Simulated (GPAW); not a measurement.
# CF3 (trifluoromethyl radical): levels of theory compared

We compute a comparison of 4 runs (UPBE/real-space grid, UWC/sz(dzp), UPBE/dzp, UWC/dzp) of CF3 (trifluoromethyl radical). 

The results are computed with GPAW 26.7.0.

1 further run of the same task is left out (it didn't finish).

**1. The molecule**

The species is CF3 (4 atoms), meant as a doublet with charge 0. SMILES: `F[C](F)F`. The coordinates come from a PBE0-D4/def2-TZVP relaxation.

Bond lengths: F1–C2 1.313 Å, C2–F3 1.313 Å, C2–F4 1.313 Å. Angles: F1–C2–F3 111.4°, F1–C2–F4 111.4°, F3–C2–F4 111.4°.

**2. The charge distribution at UPBE/real-space grid (scalar-relativistic datasets) (run 1)**

Contents of cf3.xyz:

```xyz
4

F     -1.227500     0.024900     0.265400
C     -0.039500    -0.059500    -0.286700
F      0.658900    -1.044900     0.227300
F      0.608100     1.079500    -0.205900
```

Contents of sp.py:

```python
import numpy as np
from ase.io import read
from ase.units import Debye
from gpaw import GPAW

atoms = read("cf3.xyz")
atoms.center(vacuum=4.5)
atoms.set_initial_magnetic_moments([0.25, 0.25, 0.25, 0.25])

dft = GPAW(mode="fd",
           h=0.18,
           xc="PBE",
           occupations={"name": "fermi-dirac", "width": 0.0, "fixmagmom": True},
           maxiter=150,
           symmetry="off",
           txt="-")
atoms.calc = dft

energy = atoms.get_potential_energy()
print(f"Energy: {energy:.5f} eV")
forces = atoms.get_forces()
print("Forces (eV/Ang)")
for symbol, f in zip(atoms.symbols, forces):
    print(f'{symbol:2} {f[0]:9.4f} {f[1]:9.4f} {f[2]:9.4f}')
dipole = atoms.get_dipole_moment() / Debye
print(f"Dipole = {np.linalg.norm(dipole):.3f} D")
print("Moments:", atoms.get_magnetic_moments().round(3))
```

Command:

```
python3 -u sp.py | tee sp.out
```

The program printed:

```text
[...]
Number of symmetries: 1
[...]
  Number of IBZ points: 1
[...]
Spin-components: 2 (collinear spins)
Bands:           16
[...]
  Valence electrons: 25.0
[...]
  Grid points: [60 60 52]
  Charge: 0.0  # |e|
[...]
    cutoffs:
[...]
occupation numbers:
  Fixed magnetic moment: 1.000
[...]
xc functional:
  name: PBE with 2 nearest neighbor stencil
[...]
|iter     |     time |      energy | eigst |  dens |  magmom |
[...]
|iter:   1| 00:00:02 |  -20.142027 | +1.02 |       |  +0.9992|
[...]
|iter:  14| 00:00:22 |  -20.028404c| -7.43c| -5.42c|  +1.0000|
Converged in 14 steps
[...]
Energy contributions relative to reference atoms: (reference = -9169.870471)
Energy contributions:
  Kinetic:          27.198092
  Coulomb:         -27.024963
  Zero:              0.822307
  External:          0.000000
  Xc:              -21.023840
  Entropy:           0.000000
  Spinorbit:         0.000000
  ----------------------------
  Free energy:     -20.028404
  Extrapolated:    -20.028404
dipole moment: (-0.004137, -0.006187, -0.030210)  # |e|*Ang
Total magnetic moment: (0.000000, 0.000000, 1.000000)
Local magnetic moments
|        x |        y |        z |
|----------|----------|----------|
| 0.000000 | 0.000000 | 0.071246 |  # F    0
| 0.000000 | 0.000000 | 0.281620 |  # C    1
| 0.000000 | 0.000000 | 0.071265 |  # F    2
| 0.000000 | 0.000000 | 0.071215 |  # F    3
Fermi levels: -1.844, -4.887
Eigenvalues  # (at kpt = [0.000, 0.000, 0.000])
| band index |      eig [eV] | occ [0-1] |      eig [eV] | occ [0-1] |
[...]
Gap: 3.653 eV
Transition (v -> c):
[...]
Forces (eV/Ang)
F    -0.9272    0.2206    0.3929
C    -0.1187   -0.1333   -0.7658
F     0.6738   -0.6607    0.4826
F     0.4891    0.7043   -0.0271
Dipole = 0.149 D
Moments: [0.071 0.282 0.071 0.071]
```

Wall time 23 s (1 thread of Arm Neoverse V2, shared host); peak memory 0.67 GiB.

**3. The solvation energy at UWC/sz(dzp) (scalar-relativistic datasets, Held-Walter continuum water) (run 2)**

Contents of run.py:

```python
import numpy as np
from ase import Atoms
from ase.units import Bohr, Debye, Pascal, kcal, m, mol
from gpaw import GPAW, setup_paths
from gpaw.atom.configurations import parameters
from gpaw.atom.generator import Generator
from gpaw.solvation import EffectivePotentialCavity, GradientSurface, LinearDielectric, Power12Potential, SolvationGPAW, SurfaceInteraction

positions_bohr = np.array(
              [[ -2.319639,   0.047054,   0.501533],
               [ -0.074644,  -0.112439,  -0.541784],
               [  1.245141,  -1.974575,   0.429535],
               [  1.149142,   2.039959,  -0.389095]])
molecule = Atoms("FCFF", positions=positions_bohr * Bohr)
molecule.center(vacuum=4.0)
molecule.set_initial_magnetic_moments([0.25, 0.25, 0.25, 0.25])

for symbol in ["C", "F"]:
    Generator(symbol, xcname="WC", scalarrel=True, nofiles=True, txt=None).run(**parameters[symbol])
setup_paths.insert(0, ".")

calculator = GPAW(mode="lcao",
                  basis="sz(dzp)",
                  h=0.18,
                  xc="WC",
                  occupations={"name": "fermi-dirac", "width": 0.0, "fixmagmom": True},
                  maxiter=120,
                  symmetry="off",
                  legacy_gpaw=True,
                  txt="molecule.txt")
molecule.calc = calculator
e_gas = molecule.get_potential_energy()
mu_gas = np.linalg.norm(molecule.get_dipole_moment()) / Debye

solvent = dict(cavity=EffectivePotentialCavity(effective_potential=Power12Potential(atomic_radii={"H": 1.09}, u0=0.18),
                                               temperature=298.15, surface_calculator=GradientSurface()),
               dielectric=LinearDielectric(epsinf=78.36),
               interactions=[SurfaceInteraction(surface_tension=18.4e-3 * Pascal * m)])
calculator = SolvationGPAW(mode="lcao",
                           basis="sz(dzp)",
                           h=0.18,
                           xc="WC",
                           occupations={"name": "fermi-dirac", "width": 0.0, "fixmagmom": True},
                           maxiter=120,
                           symmetry="off",
                           txt="solvated.txt",
                           **solvent)
molecule.calc = calculator
e_sol = molecule.get_potential_energy()
mu_sol = np.linalg.norm(molecule.get_dipole_moment()) / Debye
dg = (e_sol - e_gas) / (kcal / mol)
print(f"Solvation free energy = {dg:.2f} kcal/mol")
print(f'Dipole {mu_gas:.3f} D in gas, {mu_sol:.3f} D in solution')
```

Command:

```
python run.py
```

The program printed:

```text
Solvation free energy = 1.35 kcal/mol
Dipole 0.156 D in gas, 0.146 D in solution
```

molecule.txt:

```text
___ ___ ___ _ _ _
 |   |   |_  | | | |
 | | | | | . | | | |
 |__ |  _|___|_____|  26.7.0
 |___|_|

units:  Angstrom and eV
cores:  1
OpenMP: False

Versions:
  Python: 3.12.14
  ASE:    3.29.0
  Numpy:  2.5.5
  Scipy:  1.18.1
  Libxc:  7.0.0

        _gpaw.cpython-312-aarch64-linux-gnu.so

Input parameters:
  basis: sz(dzp)
  h: 0.18
  maxiter: 120
  mode: lcao
  occupations: {fixmagmom: True,
                name: fermi-dirac,
                width: 0.0}
  symmetry: off
  xc: WC

[... 69 lines left out ...]
Reference energy: -9155.686184  # eV
[... 5 lines left out ...]
 Maximum [total energy] change in last 3 cyles: 0.0005 eV / valence electron
[... 14 lines left out ...]
       k-points in crystal coordinates                weights
[... 113 lines left out ...]
Converged after 9 iterations.
[... 20 lines left out ...]
Free energy:    -10.673986
[... 70 lines left out ...]
Memory usage: 411.54 MiB
```

solvated.txt:

```text
___ ___ ___ _ _ _
 |   |   |_  | | | |
 | | | | | . | | | |
 |__ |  _|___|_____|  26.7.0
 |___|_|

units:  Angstrom and eV
cores:  1
OpenMP: False

Versions:
  Python: 3.12.14
  ASE:    3.29.0
  Numpy:  2.5.5
  Scipy:  1.18.1
  Libxc:  7.0.0

        _gpaw.cpython-312-aarch64-linux-gnu.so

Input parameters:
  basis: sz(dzp)
  h: 0.18
  maxiter: 120
  mode: lcao
  occupations: {fixmagmom: True,
                name: fermi-dirac,
                width: 0.0}
  symmetry: off
  xc: WC

[... 91 lines left out ...]
Convergence criteria:
[... 15 lines left out ...]
       k-points in crystal coordinates                weights
[... 34 lines left out ...]
      Finite-difference x-derivative with O(h^6) error (6 points)
      Finite-difference y-derivative with O(h^6) error (6 points)
      Finite-difference z-derivative with O(h^6) error (6 points)
[... 45 lines left out ...]
Bands to converge: occupied
[... 78 lines left out ...]
Free energy:    -10.615407
[... 60 lines left out ...]
Memory usage: 666.48 MiB
```

Wall time 27 s (1 thread of Arm Neoverse V2, shared host); peak memory 0.65 GiB.

Run 3 isn't shown in full; the table further down has it.

**4. Energy and one-electron properties at UWC/dzp (scalar-relativistic datasets) (run 4)**

Contents of molecule.py:

```python
import numpy as np
from ase.io.zmatrix import parse_zmatrix
from ase.units import Debye
from gpaw import GPAW, setup_paths
from gpaw.atom.configurations import parameters
from gpaw.atom.generator import Generator

mol = parse_zmatrix("""
F
C 1 1.312738
F 2 1.31262 1 111.41281
F 2 1.312721 3 111.39411 1 125.06173
""")
mol.center(vacuum=3.5)
mol.set_initial_magnetic_moments([1 / len(mol)] * len(mol))

for symbol in ['C', 'F']:
    Generator(symbol, xcname='WC', scalarrel=True, nofiles=True, txt=None).run(**parameters[symbol])
setup_paths.insert(0, '.')

calculator = GPAW(mode='lcao',
                  basis='dzp',
                  xc='WC',
                  symmetry='off',
                  occupations={'name': 'fermi-dirac', 'width': 0.0, 'fixmagmom': True},
                  h=0.2,
                  maxiter=100,
                  txt='-')
mol.calc = calculator

energy = mol.get_potential_energy()
print(f'Energy: {energy:.5f} eV')
forces = mol.get_forces()
print('Forces (eV/Ang)')
for symbol, f in zip(mol.symbols, forces):
    print(f'{symbol:2} {f[0]:9.4f} {f[1]:9.4f} {f[2]:9.4f}')
dipole = mol.get_dipole_moment() / Debye
print(f'Dipole: {np.linalg.norm(dipole):.3f} D')
print('Moments:', mol.get_magnetic_moments().round(3))

nsc = {}
for xc in ['GGA_X_OPTX+GGA_C_LYP', 'BLYP', 'AM05', 'GGA_X_PBEINT+GGA_C_PBEINT', 'GGA_XC_B97_D', 'WC']:
    nsc[xc] = energy + calculator.get_xc_difference(xc)
    print(f'{xc:32} {nsc[xc]:12.4f} eV')
```

Command:

```
python molecule.py > molecule.log
```

The program printed:

```text
[...]
Number of symmetries: 1
[...]
  Number of IBZ points: 1
[...]
basis functions: 52
Spin-components: 2 (collinear spins)
Bands:           16
[...]
  Valence electrons: 25.0
[...]
  Grid points: [44 44 40]
  Charge: 0.0  # |e|
[...]
    cutoffs:
[...]
occupation numbers:
  Fixed magnetic moment: 1.000
[...]
xc functional:
  name: WC with 2 nearest neighbor stencil
[...]
|iter     |     time |      energy | eigst |  dens |  magmom |
[...]
|iter:   1| 00:00:01 |  -17.824580 |      c|       |  +0.9985|
[...]
|iter:   9| 00:00:05 |  -17.751821c|      c| -4.33c|  +1.0000|
Converged in 9 steps
[...]
Energy contributions relative to reference atoms: (reference = -9155.686184)
Energy contributions:
  Kinetic:          29.164579
  Coulomb:         -25.327692
  Zero:              1.360988
  External:          0.000000
  Xc:              -22.949695
  Entropy:           0.000000
  Spinorbit:         0.000000
  ----------------------------
  Free energy:     -17.751821
  Extrapolated:    -17.751821
dipole moment: (0.003320, -0.004625, 0.009441)  # |e|*Ang
Total magnetic moment: (0.000000, 0.000000, 0.999999)
Local magnetic moments
|        x |        y |        z |
|----------|----------|----------|
| 0.000000 | 0.000000 | 0.075573 |  # F    0
| 0.000000 | 0.000000 | 0.288989 |  # C    1
| 0.000000 | 0.000000 | 0.075555 |  # F    2
| 0.000000 | 0.000000 | 0.075648 |  # F    3
Fermi levels: 0.566, -4.161
Eigenvalues  # (at kpt = [0.000, 0.000, 0.000])
| band index |      eig [eV] | occ [0-1] |      eig [eV] | occ [0-1] |
[...]
Gap: 7.003 eV
Transition (v -> c):
[...]
GGA_X_OPTX+GGA_C_LYP                 -37.4485 eV
BLYP                                 -38.9363 eV
AM05                                  13.9409 eV
GGA_X_PBEINT+GGA_C_PBEINT             -6.0801 eV
GGA_XC_B97_D                         -35.0366 eV
WC                                   -17.7518 eV
```

It took 8.7 s on 1 thread of Arm Neoverse V2, shared host; peak memory 0.35 GiB.

**5. All runs side by side**

```
run                                                                    level        task  mode  energy (Eh)  dipole moment (D)  HOMO energy (eV)  LUMO energy (eV)  wall time
  1                      UPBE/real-space grid (scalar-relativistic datasets)  properties    fd  -337.722555               0.15             -6.10             -3.67       23 s
  2  UWC/sz(dzp) (scalar-relativistic datasets, Held-Walter continuum water)   solvation  lcao  -336.855370               0.15             -6.16             -4.41       27 s
  3                                  UPBE/dzp (scalar-relativistic datasets)  properties  lcao  -337.620514               0.05             -5.38             -2.92      8.6 s
  4                                   UWC/dzp (scalar-relativistic datasets)  properties  lcao  -337.117629               0.05             -5.39             -2.94      8.7 s
```

**6. Results**

| quantity | value |
| --- | --- |
| run 4: energy as printed (from the program's reference atoms) | -17.7518 eV |
| run 4: dipole moment | 0.05 D |
| run 4: HOMO energy (highest over α and β) | -5.39 eV |
| run 4: LUMO energy (lowest over α and β) | -2.94 eV |

In words: The dipole moment (its size) runs from 0.05 D (UPBE/dzp) to 0.15 D (UPBE/real-space grid). Totals of different functionals can't be ranked against each other. All runs together took 67 s, the longest 27 s.
